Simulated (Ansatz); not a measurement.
Input for Ansatz (development build ahead of 0.2.0):

```yaml
crystal:
  periodic: [false, false, false]
  atoms:
    - { symbol: C, position_ang: [0.0, 0.0, -0.56924] }
    - { symbol: F, position_ang: [0.0, 0.0, 0.68512] }
    - { symbol: H, position_ang: [0.0, -0.95315, -0.91688] }
    - { symbol: H, position_ang: [-0.82545, 0.47657, -0.91688] }
    - { symbol: H, position_ang: [0.82545, 0.47657, -0.91688] }
basis:
  gaussian: { orbitals: def2-TZVP }
hamiltonian:
  xc: hf
```

The input is written out in the form of the current development build from the run's settings.

The run gave:

```
Converged                       : yes
Total energy                    : -139.07926 hartree
Spin squared of the determinant : 0.000
```

Caution: no unrestricted run beside it, a lower state can exist.
